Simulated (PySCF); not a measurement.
## Field gradients at the hydrogen positions

2-methyl-1-pentene, C₆H₁₂.
Z-matrix (Å and degrees, PBE0-D3(BJ)/def2-SVP geometry), rows numbered from 1:
```
C 
C   1  1.3383
C   2  1.5001  1  121.84
C   2  1.5066  1  121.66  3  -179.94
C   4  1.5316  2  114.45  1  -118.08
C   5  1.5196  4  113.47  2    60.22
H   1  1.0940  2  121.60  3     0.37
H   1  1.0939  2  121.25  3  -179.89
H   3  1.0988  2  111.74  1    -3.07
H   3  1.1028  2  111.34  1   117.66
H   3  1.1034  2  110.86  1  -124.05
H   4  1.1026  2  109.07  1     4.60
H   4  1.1055  2  108.63  1   120.35
H   5  1.1030  4  108.35  2  -177.59
H   5  1.1039  4  109.70  2   -62.94
H   6  1.1007  5  111.53  4   179.24
H   6  1.1022  5  111.10  4    59.09
H   6  1.1014  5  111.42  4   -60.13
```

Level: PBE0/pcSseg-1 (PySCF, non-relativistic); Q(2H) = 0.00286 b; rigid geometry, the same for H and D, with no vibrational averaging.

Problem. Rank these positions by the coupling χzz of a deuteron there, largest first.
A. H12 (methylene hydrogen)
B. H16 (methyl hydrogen)
C. H7 (vinylic hydrogen)

Solution. C (206 kHz), B (197 kHz), A (192 kHz).

Problem. What are Vzz, η and χzz (234.96 MHz × Q × Vzz) at all hydrogens?

Solution. 
| atom | bonded to | bond length (Å) | Vzz (au) | η | χzz (kHz) |
| --- | --- | --- | --- | --- | --- |
| H7 | C1 | 1.094 | 0.3071 | 0.07 | 206 |
| H8 | C1 | 1.094 | 0.3073 | 0.07 | 206 |
| H9 | C3 | 1.099 | 0.2948 | 0.03 | 198 |
| H10 | C3 | 1.103 | 0.2886 | 0.03 | 194 |
| H11 | C3 | 1.103 | 0.2878 | 0.03 | 193 |
| H12 | C4 | 1.103 | 0.2850 | 0.03 | 192 |
| H13 | C4 | 1.106 | 0.2823 | 0.02 | 190 |
| H14 | C5 | 1.103 | 0.2859 | 0.02 | 192 |
| H15 | C5 | 1.104 | 0.2841 | 0.02 | 191 |
| H16 | C6 | 1.101 | 0.2937 | 0.02 | 197 |
| H17 | C6 | 1.102 | 0.2902 | 0.03 | 195 |
| H18 | C6 | 1.101 | 0.2894 | 0.03 | 194 |

Problem. How does χzz go with the bond length over the 12 C–H bonds?

Solution. A straight-line fit has a slope of -14.7 kHz for each 0.01 Å, with a correlation coefficient of -0.98, over lengths from 1.094 to 1.106 Å. The longer bonds have the smaller couplings here.

Problem. Give the 2H NMR doublet splittings at H8 for a magnetic field along the z, y and x axes of the gradient: 3χ/2, 3χ(1 + η)/4, 3χ(1 − η)/4.

Solution. With |χ| = 206.5 kHz and η = 0.071: 310, 166 and 144 kHz, to first order and without motion.

Isolated species at its PBE0-D3(BJ)/def2-SVP geometry (one conformer only). With a basis this small, the couplings can be 20 % off.

These values come from a run that also computed NMR shieldings. On an Arm Neoverse V1 with one thread, on a shared host, this took 20 s wall.
